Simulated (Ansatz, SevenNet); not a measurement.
Polycrystal shear modulus (GPa) of solids drawn from the class of oxides, at two levels: the machine-learned potential SevenNet-l3i5 (trained on PBE and PBE+U data), and r²SCAN (PAW; Ansatz, a quantum-chemistry and plane-wave program).

| solid | SevenNet-l3i5 | r²SCAN | shift (%) |
|---|---|---|---|
| rock-salt SrO | 54.8 | 59.8 | +9.1 |
| SiO2 (P4₁2₁2, No. 92) | 40.9 | 42.6 | +4.2 |
| anatase TiO2 (metastable phase) | 50.8 | 61.9 | +22 |
| cubic perovskite BaZrO3 | 88.5 | 101 | +14.1 |
| rutile SnO2 | 81.0 | 98.3 | +21 |
| cubic perovskite BaHfO3 | 98.3 | 109 | +10.9 |
| rock-salt MgO | 99.6 | 135 | +36 |
| A-type hexagonal La2O3 | 31.5 | 42.7 | +36 |
| corundum Ga2O3 (metastable phase) | 82.8 | 104 | +26 |
| stishovite (SiO2) | 178 | 226 | +27 |

The shifts run from +4.2 % to +36 %, with a median of +22 %.

Over all 10 rows r²SCAN is the larger in 10.

Database compounds that came out metallic weren't drawn.

Ansatz's runs of these crystals have no spin polarisation.

Spin–orbit coupling is left out, also for the solids with elements from indium on (cubic perovskite BaZrO3, rutile SnO2, cubic perovskite BaHfO3, A-type hexagonal La2O3); its size isn't shown.

Each level is taken at its own relaxed cell. Ansatz's density-functional and Hartree–Fock values are scalar-relativistic unless marked +SOC, with PAW data made under PBE.
